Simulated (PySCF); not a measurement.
# BeH4O: the cost of one run

Computed with PySCF 2.14.0; each step states its level. No surroundings beyond the atoms listed, unless a continuum is named. Atoms count from 0, parts from 1.

## Step 1: Starting point

6 atoms, charge 0, multiplicity 1; geometry: GFN2-xTB. Parts: 1 = atoms 0–2, `[BeH2]`, charge 0; 2 = atoms 3–5, `O`, charge 0.

## Step 2: Optimising the geometry at PBE0-D3(BJ)/def2-TZVPD

The job: settings as JSON, then the geometry in Å.

```
{"job": {"xc": "PBE0", "basis": "def2-TZVPD", "d3": "d3bj", "grid": 3, "kind": "geom", "shake": 0.01}, "charge": 0, "multiplicity": 1, "parts": [{"atoms": "0-2", "charge": 0, "multiplicity": 1}, {"atoms": "3-5", "charge": 0, "multiplicity": 1}]}
Be     0.326183     0.092895    -0.123263
H      0.919559    -0.720030     0.666879
H     -0.890737     0.684829    -0.217319
O      1.328205     0.590782    -1.406736
H      2.193416     0.282424    -1.537698
H      1.025964     1.202050    -2.096383
```

Command:

```console
$ OMP_NUM_THREADS=1 python cluster_run.py task.json out
```

One launch serves the whole session: the jobs run in the order shown.

Q: Estimate the wall time and peak memory of this first job on 1 thread of Arm Neoverse V1, shared host.

About 12 s, with a peak of 0.52 GiB.
